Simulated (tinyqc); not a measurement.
Worked calculation: RHF in the sto-3g basis, for H2O, spin multiplicity 1. Computed by tinyqc, a small Python program that keeps every step (integrals from PySCF). Settings: charge = 0, multiplicity = 1, basis = sto-3g, energy threshold = 1e-09, iteration cap = 83, orthogonalisation = symmetric, start = core, DIIS depth = 0, method = RHF. Command: `OMP_NUM_THREADS=1 python tinyqc.py 25930 25931 out.jsonl` (the two numbers bound the seeds that draw the settings). One thread of a shared host (Intel(R) Xeon(R) Processor @ 2.60GHz), about 0.06 s of CPU time with the checks. Later iterations appear only in the table of the cycle.

## One-electron integrals

Geometry (angstrom):
```
atom       x        y       z
O     0.0000   0.0000  0.0000
H     0.0000   0.7750  0.7150
H     0.0000  -0.7750  0.7150
```

Basis sto-3g: exponents (1/bohr^2) and contraction coefficients of normalised primitives:
```
element  l (shell)  exponent  coefficient
O            s (1)  130.7093       0.1543
O            s (1)   23.8089       0.5353
O            s (1)    6.4436       0.4446
O            s (2)    5.0332      -0.1000
O            s (2)    1.1696       0.3995
O            s (2)    0.3804       0.7001
O            p (3)    5.0332       0.1559
O            p (3)    1.1696       0.6077
O            p (3)    0.3804       0.3920
H            s (1)    3.4253       0.1543
H            s (1)    0.6239       0.5353
H            s (1)    0.1689       0.4446
```

Overlap, kinetic and nuclear-attraction integrals over the contracted functions; the nuclear repulsion is the sum of Za Zb / Rab.

nuclear repulsion = 8.371081 hartree

overlap S, order 1O 1s, 1O 2s, 1O 2px, 1O 2py, 1O 2pz, 2H 1s, 3H 1s:
```
[[1.0000, 0.2367, 0.0000, 0.0000, 0.0000, 0.0428, 0.0428],
 [0.2367, 1.0000, 0.0000, 0.0000, 0.0000, 0.4133, 0.4133],
 [0.0000, 0.0000, 1.0000, 0.0000, 0.0000, 0.0000, 0.0000],
 [0.0000, 0.0000, 0.0000, 1.0000, 0.0000, 0.2631, -0.2631],
 [0.0000, 0.0000, 0.0000, 0.0000, 1.0000, 0.2427, 0.2427],
 [0.0428, 0.4133, 0.0000, 0.2631, 0.2427, 1.0000, 0.2389],
 [0.0428, 0.4133, 0.0000, -0.2631, 0.2427, 0.2389, 1.0000]]
```

kinetic energy T (hartree), order 1O 1s, 1O 2s, 1O 2px, 1O 2py, 1O 2pz, 2H 1s, 3H 1s:
```
[[29.0032, -0.1680, 0.0000, 0.0000, 0.0000, -0.0074, -0.0074],
 [-0.1680, 0.8081, 0.0000, 0.0000, 0.0000, 0.0869, 0.0869],
 [0.0000, 0.0000, 2.5287, 0.0000, 0.0000, 0.0000, 0.0000],
 [0.0000, 0.0000, 0.0000, 2.5287, 0.0000, 0.1581, -0.1581],
 [0.0000, 0.0000, 0.0000, 0.0000, 2.5287, 0.1458, 0.1458],
 [-0.0074, 0.0869, 0.0000, 0.1581, 0.1458, 0.7600, 0.0057],
 [-0.0074, 0.0869, 0.0000, -0.1581, 0.1458, 0.0057, 0.7600]]
```

nuclear attraction V (hartree), order 1O 1s, 1O 2s, 1O 2px, 1O 2py, 1O 2pz, 2H 1s, 3H 1s:
```
[[-61.6222, -7.4207, 0.0000, 0.0000, -0.0173, -1.3767, -1.3767],
 [-7.4207, -10.0485, 0.0000, 0.0000, -0.2100, -3.2497, -3.2497],
 [0.0000, 0.0000, -9.9087, 0.0000, 0.0000, 0.0000, 0.0000],
 [0.0000, 0.0000, 0.0000, -10.0165, 0.0000, -1.8237, 1.8237],
 [-0.0173, -0.2100, 0.0000, 0.0000, -10.0005, -1.7494, -1.7494],
 [-1.3767, -3.2497, 0.0000, -1.8237, -1.7494, -5.4821, -1.4200],
 [-1.3767, -3.2497, 0.0000, 1.8237, -1.7494, -1.4200, -5.4821]]
```

core Hamiltonian H = T + V (hartree), order 1O 1s, 1O 2s, 1O 2px, 1O 2py, 1O 2pz, 2H 1s, 3H 1s:
```
[[-32.6190, -7.5887, 0.0000, 0.0000, -0.0173, -1.3840, -1.3840],
 [-7.5887, -9.2404, 0.0000, 0.0000, -0.2100, -3.1628, -3.1628],
 [0.0000, 0.0000, -7.3800, 0.0000, 0.0000, 0.0000, 0.0000],
 [0.0000, 0.0000, 0.0000, -7.4878, 0.0000, -1.6656, 1.6656],
 [-0.0173, -0.2100, 0.0000, 0.0000, -7.4718, -1.6035, -1.6035],
 [-1.3840, -3.1628, 0.0000, -1.6656, -1.6035, -4.7221, -1.4143],
 [-1.3840, -3.1628, 0.0000, 1.6656, -1.6035, -1.4143, -4.7221]]
```

## Two-electron integrals

Functions are numbered as in S; the eight-fold symmetry (ij|kl) = (ji|kl) = (kl|ij) leaves the list below.

Two-electron integrals (ij|kl) in chemists' order, unique and non-zero (hartree):
```
(11|11) 4.7851      (21|11) 0.7414      (21|21) 0.1369      (22|11) 1.1189
(22|21) 0.2566      (22|22) 0.8172      (31|31) 0.0245      (32|31) 0.0378
(32|32) 0.1805      (33|11) 1.1158      (33|21) 0.2567      (33|22) 0.8170
(33|33) 0.8802      (41|41) 0.0245      (42|41) 0.0378      (42|42) 0.1805
(43|43) 0.0474      (44|11) 1.1158      (44|21) 0.2567      (44|22) 0.8170
(44|33) 0.7853      (44|44) 0.8802      (51|51) 0.0245      (52|51) 0.0378
(52|52) 0.1805      (53|53) 0.0474      (54|54) 0.0474      (55|11) 1.1158
(55|21) 0.2567      (55|22) 0.8170      (55|33) 0.7853      (55|44) 0.7853
(55|55) 0.8802      (61|11) 0.1359      (61|21) 0.0249      (61|22) 0.0464
(61|33) 0.0463      (61|41) 0.0008      (61|42) 0.0016      (61|44) 0.0465
(61|51) 0.0008      (61|52) 0.0015      (61|54) 1.39e-04    (61|55) 0.0464
(61|61) 0.0046      (62|11) 0.3402      (62|21) 0.0790      (62|22) 0.2798
(62|33) 0.2750      (62|41) 0.0044      (62|42) 0.0338      (62|44) 0.2827
(62|51) 0.0040      (62|52) 0.0312      (62|54) 0.0071      (62|55) 0.2815
(62|61) 0.0147      (62|62) 0.1200      (63|31) 0.0082      (63|32) 0.0479
(63|43) 0.0070      (63|53) 0.0064      (63|63) 0.0168      (64|11) 0.1831
(64|21) 0.0431      (64|22) 0.1628      (64|33) 0.1555      (64|41) 0.0102
(64|42) 0.0664      (64|44) 0.1737      (64|51) 0.0019      (64|52) 0.0171
(64|54) 0.0104      (64|55) 0.1591      (64|61) 0.0083      (64|62) 0.0848
(64|64) 0.0761      (65|11) 0.1689      (65|21) 0.0397      (65|22) 0.1502
(65|33) 0.1434      (65|41) 0.0019      (65|42) 0.0171      (65|44) 0.1474
(65|51) 0.0099      (65|52) 0.0637      (65|54) 0.0106      (65|55) 0.1597
(65|61) 0.0077      (65|62) 0.0782      (65|64) 0.0547      (65|65) 0.0673
(66|11) 0.4889      (66|21) 0.1154      (66|22) 0.4696      (66|33) 0.4508
(66|41) 0.0081      (66|42) 0.0866      (66|44) 0.4809      (66|51) 0.0074
(66|52) 0.0799      (66|54) 0.0278      (66|55) 0.4764      (66|61) 0.0216
(66|62) 0.2567      (66|64) 0.2071      (66|65) 0.1910      (66|66) 0.7746
(71|11) 0.1359      (71|21) 0.0249      (71|22) 0.0464      (71|33) 0.0463
(71|41) -0.0008     (71|42) -0.0016     (71|44) 0.0465      (71|51) 0.0008
(71|52) 0.0015      (71|54) -1.39e-04   (71|55) 0.0464      (71|61) 0.0045
(71|62) 0.0143      (71|64) 0.0074      (71|65) 0.0075      (71|66) 0.0208
(71|71) 0.0046      (72|11) 0.3402      (72|21) 0.0790      (72|22) 0.2798
(72|33) 0.2750      (72|41) -0.0044     (72|42) -0.0338     (72|44) 0.2827
(72|51) 0.0040      (72|52) 0.0312      (72|54) -0.0071     (72|55) 0.2815
(72|61) 0.0143      (72|62) 0.0987      (72|64) 0.0480      (72|65) 0.0627
(72|66) 0.1746      (72|71) 0.0147      (72|72) 0.1200      (73|31) 0.0082
(73|32) 0.0479      (73|43) -0.0070     (73|53) 0.0064      (73|63) 0.0134
(73|73) 0.0168      (74|11) -0.1831     (74|21) -0.0431     (74|22) -0.1628
(74|33) -0.1555     (74|41) 0.0102      (74|42) 0.0664      (74|44) -0.1737
(74|51) -0.0019     (74|52) -0.0171     (74|54) 0.0104      (74|55) -0.1591
(74|61) -0.0074     (74|62) -0.0480     (74|64) -0.0103     (74|65) -0.0298
(74|66) -0.0753     (74|71) -0.0083     (74|72) -0.0848     (74|74) 0.0761
(75|11) 0.1689      (75|21) 0.0397      (75|22) 0.1502      (75|33) 0.1434
(75|41) -0.0019     (75|42) -0.0171     (75|44) 0.1474      (75|51) 0.0099
(75|52) 0.0637      (75|54) -0.0106     (75|55) 0.1597      (75|61) 0.0075
(75|62) 0.0627      (75|64) 0.0298      (75|65) 0.0527      (75|66) 0.1216
(75|71) 0.0077      (75|72) 0.0782      (75|74) -0.0547     (75|75) 0.0673
(76|11) 0.1390      (76|21) 0.0326      (76|22) 0.1266      (76|33) 0.1233
(76|44) 0.1254      (76|51) 0.0025      (76|52) 0.0238      (76|55) 0.1308
(76|61) 0.0060      (76|62) 0.0553      (76|64) 0.0337      (76|65) 0.0406
(76|66) 0.1263      (76|71) 0.0060      (76|72) 0.0553      (76|74) -0.0337
(76|75) 0.0406      (76|76) 0.0320      (77|11) 0.4889      (77|21) 0.1154
(77|22) 0.4696      (77|33) 0.4508      (77|41) -0.0081     (77|42) -0.0866
(77|44) 0.4809      (77|51) 0.0074      (77|52) 0.0799      (77|54) -0.0278
(77|55) 0.4764      (77|61) 0.0208      (77|62) 0.1746      (77|64) 0.0753
(77|65) 0.1216      (77|66) 0.3357      (77|71) 0.0216      (77|72) 0.2567
(77|74) -0.2071     (77|75) 0.1910      (77|76) 0.1263      (77|77) 0.7746
```

## Orthogonalisation

S = U s U^T; symmetric (Loewdin) form X = U s^(-1/2) U^T, so that X^T S X = 1.

eigenvalues of S: [0.4060, 0.4897, 0.8785, 1.0000, 1.1082, 1.2713, 1.8462]

X, order 1O 1s, 1O 2s, 1O 2px, 1O 2py, 1O 2pz, 2H 1s, 3H 1s:
```
[[1.0238, -0.1385, 0.0000, 0.0000, -0.0090, 0.0196, 0.0196],
 [-0.1385, 1.1788, 0.0000, 0.0000, 0.0901, -0.2392, -0.2392],
 [0.0000, 0.0000, 1.0000, 0.0000, 0.0000, 0.0000, 0.0000],
 [0.0000, 0.0000, 0.0000, 1.0751, 0.0000, -0.1825, 0.1825],
 [-0.0090, 0.0901, 0.0000, 0.0000, 1.0518, -0.1379, -0.1379],
 [0.0196, -0.2392, 0.0000, -0.1825, -0.1379, 1.1543, -0.0865],
 [0.0196, -0.2392, 0.0000, 0.1825, -0.1379, -0.0865, 1.1543]]
```

## Starting guess

The start is the orbitals of the core Hamiltonian; D = 2 C_occ C_occ^T.

D at the start, order 1O 1s, 1O 2s, 1O 2px, 1O 2py, 1O 2pz, 2H 1s, 3H 1s:
```
[[2.1312, -0.5794, 0.0000, 0.0000, -0.0477, 0.0713, 0.0713],
 [-0.5794, 2.5540, 0.0000, 0.0000, 0.2815, -0.3117, -0.3117],
 [0.0000, 0.0000, 2.0000, 0.0000, 0.0000, 0.0000, 0.0000],
 [0.0000, 0.0000, 0.0000, 2.2554, 0.0000, -0.3006, 0.3006],
 [-0.0477, 0.2815, 0.0000, 0.0000, 2.1771, -0.2303, -0.2303],
 [0.0713, -0.3117, 0.0000, -0.3006, -0.2303, 0.0960, 0.0159],
 [0.0713, -0.3117, 0.0000, 0.3006, -0.2303, 0.0159, 0.0960]]
```

## Iteration 1: building the Fock matrix

J_ij = sum D_kl (ij|kl), K_ij = sum D_kl (ik|jl); F = H + J - 0.5 K; E = tr D H + tr D J / 2 - 0.25 tr D K + E_nn.

Coulomb J (hartree), order 1O 1s, 1O 2s, 1O 2px, 1O 2py, 1O 2pz, 2H 1s, 3H 1s:
```
[[18.7113, 3.5713, 0.0000, 0.0000, 0.0042, 0.6495, 0.6495],
 [3.5713, 8.8543, 0.0000, 0.0000, -0.0035, 2.9321, 2.9321],
 [0.0000, 0.0000, 8.8500, 0.0000, 0.0000, 0.0000, 0.0000],
 [0.0000, 0.0000, 0.0000, 8.8451, 0.0000, 1.6715, -1.6715],
 [0.0042, -0.0035, 0.0000, 0.0000, 8.8446, 1.5389, 1.5389],
 [0.6495, 2.9321, 0.0000, 1.6715, 1.5389, 4.7091, 1.2893],
 [0.6495, 2.9321, 0.0000, -1.6715, 1.5389, 1.2893, 4.7091]]
```

exchange K (hartree), order 1O 1s, 1O 2s, 1O 2px, 1O 2py, 1O 2pz, 2H 1s, 3H 1s:
```
[[9.8529, 1.7221, 0.0000, 0.0000, 0.0016, 0.3301, 0.3301],
 [1.7221, 2.8732, 0.0000, 0.0000, 0.0034, 0.8273, 0.8273],
 [0.0000, 0.0000, 2.3720, 0.0000, 0.0000, 0.0000, 0.0000],
 [0.0000, 0.0000, 0.0000, 2.3687, 0.0000, 0.3533, -0.3533],
 [0.0016, 0.0034, 0.0000, 0.0000, 2.3657, 0.3234, 0.3234],
 [0.3301, 0.8273, 0.0000, 0.3533, 0.3234, 0.3743, 0.2390],
 [0.3301, 0.8273, 0.0000, -0.3533, 0.3234, 0.2390, 0.3743]]
```

Fock matrix F (hartree), order 1O 1s, 1O 2s, 1O 2px, 1O 2py, 1O 2pz, 2H 1s, 3H 1s:
```
[[-18.8341, -4.8784, 0.0000, 0.0000, -0.0139, -0.8995, -0.8995],
 [-4.8784, -1.8227, 0.0000, 0.0000, -0.2153, -0.6444, -0.6444],
 [0.0000, 0.0000, 0.2840, 0.0000, 0.0000, 0.0000, 0.0000],
 [0.0000, 0.0000, 0.0000, 0.1729, 0.0000, -0.1708, 0.1708],
 [-0.0139, -0.2153, 0.0000, 0.0000, 0.1900, -0.2263, -0.2263],
 [-0.8995, -0.6444, 0.0000, -0.1708, -0.2263, -0.2001, -0.2445],
 [-0.8995, -0.6444, 0.0000, 0.1708, -0.2263, -0.2445, -0.2001]]
```

total energy of this density = -73.255928 hartree

## Iteration 1: diagonalisation and new density

Diagonalise F' = X^T F X, C = X C', fill 5 alpha and 5 beta electrons from the bottom; D = 2 C_occ C_occ^T. Each column has its largest component positive (the first on a tie).

F' = X^T F X (hartree):
```
[[-18.4581, -2.6350, 0.0000, 0.0000, -0.0249, -0.1220, -0.1220],
 [-2.6350, -0.7691, 0.0000, 0.0000, -0.0638, -0.3389, -0.3389],
 [0.0000, 0.0000, 0.2840, 0.0000, 0.0000, 0.0000, 0.0000],
 [0.0000, 0.0000, 0.0000, 0.3368, 0.0000, -0.2831, 0.2831],
 [-0.0249, -0.0638, 0.0000, 0.0000, 0.3031, -0.2359, -0.2359],
 [-0.1220, -0.3389, 0.0000, -0.2831, -0.2359, 0.1456, -0.0890],
 [-0.1220, -0.3389, 0.0000, 0.2831, -0.2359, -0.0890, 0.1456]]
```

orbital energies (hartree): [-18.8454, -0.7173, -0.1180, 0.1023, 0.2840, 0.5930, 0.6894]

coefficients C, order 1O 1s, 1O 2s, 1O 2px, 1O 2py, 1O 2pz, 2H 1s, 3H 1s:
```
[[0.9933, -0.2212, 0.0000, -0.1556, 0.0000, -0.0919, 0.0000],
 [0.0293, 0.7768, 0.0000, 0.7565, 0.0000, 0.5956, 0.0000],
 [0.0000, 0.0000, 0.0000, 0.0000, 1.0000, 0.0000, 0.0000],
 [0.0000, 0.0000, 0.5167, 0.0000, 0.0000, 0.0000, 0.9774],
 [0.0037, 0.2039, 0.0000, -0.5587, 0.0000, 0.8937, 0.0000],
 [-0.0058, 0.1998, 0.5379, -0.4173, 0.0000, -0.6578, -0.7167],
 [-0.0058, 0.1998, -0.5379, -0.4173, 0.0000, -0.6578, 0.7167]]
```

D after iteration 1, order 1O 1s, 1O 2s, 1O 2px, 1O 2py, 1O 2pz, 2H 1s, 3H 1s:
```
[[2.1194, -0.5208, 0.0000, 0.0000, 0.0910, 0.0299, 0.0299],
 [-0.5208, 2.3529, 0.0000, 0.0000, -0.5282, -0.3213, -0.3213],
 [0.0000, 0.0000, 2.0000, 0.0000, 0.0000, 0.0000, 0.0000],
 [0.0000, 0.0000, 0.0000, 0.5340, 0.0000, 0.5559, -0.5559],
 [0.0910, -0.5282, 0.0000, 0.0000, 0.7074, 0.5477, 0.5477],
 [0.0299, -0.3213, 0.0000, 0.5559, 0.5477, 1.0069, -0.1505],
 [0.0299, -0.3213, 0.0000, -0.5559, 0.5477, -0.1505, 1.0069]]
```

## Iteration 2: building the Fock matrix

As before.

Coulomb J (hartree), order 1O 1s, 1O 2s, 1O 2px, 1O 2py, 1O 2pz, 2H 1s, 3H 1s:
```
[[16.9178, 3.1715, 0.0000, 0.0000, -0.0003, 0.5771, 0.5771],
 [3.1715, 7.9199, 0.0000, 0.0000, 0.1076, 2.7460, 2.7460],
 [0.0000, 0.0000, 7.9378, 0.0000, 0.0000, 0.0000, 0.0000],
 [0.0000, 0.0000, 0.0000, 7.8980, 0.0000, 1.6032, -1.6032],
 [-0.0003, 0.1076, 0.0000, 0.0000, 7.8997, 1.5214, 1.5214],
 [0.5771, 2.7460, 0.0000, 1.6032, 1.5214, 4.8950, 1.2782],
 [0.5771, 2.7460, 0.0000, -1.6032, 1.5214, 1.2782, 4.8950]]
```

exchange K (hartree), order 1O 1s, 1O 2s, 1O 2px, 1O 2py, 1O 2pz, 2H 1s, 3H 1s:
```
[[9.7663, 1.6227, 0.0000, 0.0000, 0.0092, 0.3097, 0.3097],
 [1.6227, 2.5358, 0.0000, 0.0000, -0.0703, 0.9557, 0.9557],
 [0.0000, 0.0000, 2.2553, 0.0000, 0.0000, 0.0000, 0.0000],
 [0.0000, 0.0000, 0.0000, 1.5168, 0.0000, 0.5956, -0.5956],
 [0.0092, -0.0703, 0.0000, 0.0000, 1.5924, 0.5847, 0.5847],
 [0.3097, 0.9557, 0.0000, 0.5956, 0.5847, 1.3391, 0.4050],
 [0.3097, 0.9557, 0.0000, -0.5956, 0.5847, 0.4050, 1.3391]]
```

Fock matrix F (hartree), order 1O 1s, 1O 2s, 1O 2px, 1O 2py, 1O 2pz, 2H 1s, 3H 1s:
```
[[-20.5843, -5.2285, 0.0000, 0.0000, -0.0223, -0.9618, -0.9618],
 [-5.2285, -2.5884, 0.0000, 0.0000, -0.0673, -0.8947, -0.8947],
 [0.0000, 0.0000, -0.5698, 0.0000, 0.0000, 0.0000, 0.0000],
 [0.0000, 0.0000, 0.0000, -0.3482, 0.0000, -0.3602, 0.3602],
 [-0.0223, -0.0673, 0.0000, 0.0000, -0.3682, -0.3745, -0.3745],
 [-0.9618, -0.8947, 0.0000, -0.3602, -0.3745, -0.4967, -0.3386],
 [-0.9618, -0.8947, 0.0000, 0.3602, -0.3745, -0.3386, -0.4967]]
```

total energy of this density = -74.864174 hartree

## Iteration 2: diagonalisation and new density

As before.

F' = X^T F X (hartree):
```
[[-20.2099, -2.6898, 0.0000, 0.0000, -0.0546, -0.1269, -0.1269],
 [-2.6898, -1.4831, 0.0000, 0.0000, 0.1357, -0.4168, -0.4168],
 [0.0000, 0.0000, -0.5698, 0.0000, 0.0000, 0.0000, 0.0000],
 [0.0000, 0.0000, 0.0000, -0.1304, 0.0000, -0.4003, 0.4003],
 [-0.0546, 0.1357, 0.0000, 0.0000, -0.2087, -0.3329, -0.3329],
 [-0.1269, -0.4168, 0.0000, -0.4003, -0.3329, -0.0376, -0.0973],
 [-0.1269, -0.4168, 0.0000, 0.4003, -0.3329, -0.0973, -0.0376]]
```

orbital energies (hartree): [-20.5920, -1.3630, -0.6094, -0.5698, -0.5538, 0.4721, 0.5387]

coefficients C, order 1O 1s, 1O 2s, 1O 2px, 1O 2py, 1O 2pz, 2H 1s, 3H 1s:
```
[[0.9946, -0.2461, 0.0000, 0.0000, 0.0832, -0.1066, 0.0000],
 [0.0235, 0.9261, 0.0000, 0.0000, -0.4553, 0.6824, 0.0000],
 [0.0000, 0.0000, 0.0000, 1.0000, 0.0000, 0.0000, 0.0000],
 [0.0000, 0.0000, 0.6540, 0.0000, 0.0000, 0.0000, 0.8914],
 [0.0033, 0.0661, 0.0000, 0.0000, 0.7263, 0.7877, 0.0000],
 [-0.0046, 0.1026, 0.4274, 0.0000, 0.3406, -0.7213, -0.7876],
 [-0.0046, 0.1026, -0.4274, 0.0000, 0.3406, -0.7213, 0.7876]]
```

D after iteration 2, order 1O 1s, 1O 2s, 1O 2px, 1O 2py, 1O 2pz, 2H 1s, 3H 1s:
```
[[2.1135, -0.4847, 0.0000, 0.0000, 0.0948, -0.0031, -0.0031],
 [-0.4847, 2.1310, 0.0000, 0.0000, -0.5387, -0.1205, -0.1205],
 [0.0000, 0.0000, 2.0000, 0.0000, 0.0000, 0.0000, 0.0000],
 [0.0000, 0.0000, 0.0000, 0.8555, 0.0000, 0.5591, -0.5591],
 [0.0948, -0.5387, 0.0000, 0.0000, 1.0638, 0.5083, 0.5083],
 [-0.0031, -0.1205, 0.0000, 0.5591, 0.5083, 0.6185, -0.1122],
 [-0.0031, -0.1205, 0.0000, -0.5591, 0.5083, -0.1122, 0.6185]]
```

## Iteration 13 (converged): orbitals

converged F (hartree), order 1O 1s, 1O 2s, 1O 2px, 1O 2py, 1O 2pz, 2H 1s, 3H 1s:
```
[[-20.2577, -5.1650, 0.0000, 0.0000, -0.0269, -0.9508, -0.9508],
 [-5.1650, -2.4265, 0.0000, 0.0000, -0.0969, -0.8708, -0.8708],
 [0.0000, 0.0000, -0.3937, 0.0000, 0.0000, 0.0000, 0.0000],
 [0.0000, 0.0000, 0.0000, -0.2556, 0.0000, -0.3507, 0.3507],
 [-0.0269, -0.0969, 0.0000, 0.0000, -0.3015, -0.3684, -0.3684],
 [-0.9508, -0.8708, 0.0000, -0.3507, -0.3684, -0.4708, -0.3315],
 [-0.9508, -0.8708, 0.0000, 0.3507, -0.3684, -0.3315, -0.4708]]
```

As before.

F' = X^T F X (hartree):
```
[[-19.8819, -2.6873, 0.0000, 0.0000, -0.0569, -0.1218, -0.1218],
 [-2.6873, -1.3005, 0.0000, 0.0000, 0.1125, -0.4315, -0.4315],
 [0.0000, 0.0000, -0.3937, 0.0000, 0.0000, 0.0000, 0.0000],
 [0.0000, 0.0000, 0.0000, -0.0295, 0.0000, -0.4095, 0.4095],
 [-0.0569, 0.1125, 0.0000, 0.0000, -0.1426, -0.3323, -0.3323],
 [-0.1218, -0.4315, 0.0000, -0.4095, -0.3323, -0.0110, -0.0972],
 [-0.1218, -0.4315, 0.0000, 0.4095, -0.3323, -0.0972, -0.0110]]
```

orbital energies (hartree): [-20.2661, -1.2341, -0.5536, -0.4634, -0.3937, 0.5304, 0.6103]

coefficients C, order 1O 1s, 1O 2s, 1O 2px, 1O 2py, 1O 2pz, 2H 1s, 3H 1s:
```
[[0.9944, -0.2365, 0.0000, 0.1020, 0.0000, -0.1143, 0.0000],
 [0.0246, 0.8678, 0.0000, -0.5222, 0.0000, 0.7105, 0.0000],
 [0.0000, 0.0000, 0.0000, 0.0000, 1.0000, 0.0000, 0.0000],
 [0.0000, 0.0000, 0.6239, 0.0000, 0.0000, 0.0000, 0.9128],
 [0.0037, 0.1053, 0.0000, 0.7269, 0.0000, 0.7829, 0.0000],
 [-0.0049, 0.1486, 0.4535, 0.3233, 0.0000, -0.7212, -0.7729],
 [-0.0049, 0.1486, -0.4535, 0.3233, 0.0000, -0.7212, 0.7729]]
```

D after iteration 13, order 1O 1s, 1O 2s, 1O 2px, 1O 2py, 1O 2pz, 2H 1s, 3H 1s:
```
[[2.1102, -0.4679, 0.0000, 0.0000, 0.1058, -0.0141, -0.0141],
 [-0.4679, 2.0527, 0.0000, 0.0000, -0.5762, -0.0800, -0.0800],
 [0.0000, 0.0000, 2.0000, 0.0000, 0.0000, 0.0000, 0.0000],
 [0.0000, 0.0000, 0.0000, 0.7784, 0.0000, 0.5658, -0.5658],
 [0.1058, -0.5762, 0.0000, 0.0000, 1.0789, 0.5013, 0.5013],
 [-0.0141, -0.0800, 0.0000, 0.5658, 0.5013, 0.6646, -0.1580],
 [-0.0141, -0.0800, 0.0000, -0.5658, 0.5013, -0.1580, 0.6646]]
```

## Convergence

Stop when the energy changes by less than 1e-09 hartree and every element of the error matrix X^T (F D S - S D F) X is below 9e-06.

Course of the cycle:
```
iteration  E (hartree)     change  largest element of the error matrix
1           -73.255928          -                             5.71e-01
2           -74.864174  -1.61e+00                             2.35e-01
3           -74.952581  -8.84e-02                             5.08e-02
4           -74.956650  -4.07e-03                             1.21e-02
5           -74.956932  -2.82e-04                             4.16e-03
6           -74.956975  -4.28e-05                             1.73e-03
7           -74.956984  -8.66e-06                             7.38e-04
8           -74.956985  -1.87e-06                             3.57e-04
9           -74.956986  -4.07e-07                             1.66e-04
10          -74.956986  -8.88e-08                             7.82e-05
11          -74.956986  -1.94e-08                             3.65e-05
12          -74.956986  -4.25e-09                             1.71e-05
13          -74.956986  -9.28e-10                             8.01e-06
```

PySCF RHF in the same basis = -74.956986 hartree

Converged in 13 iterations.

## Populations, bond orders and dipole

Mulliken: Z minus the diagonal of D S on the atom; Loewdin: the same with S^(1/2) D S^(1/2); Mayer order: 2 sum_s sum (D(s) S)_ij (D(s) S)_ji over the two atoms.

Charges (e):
```
atom  Mulliken  Loewdin
1O     -0.2725  -0.1959
2H      0.1363   0.0979
3H      0.1363   0.0979
```

Mayer bond orders:
```
pair   order
2-1   0.9778
3-1   0.9778
3-2   0.0036
```

dipole moment about the origin, x y z (debye): [0.0000, 0.0000, 1.6430]
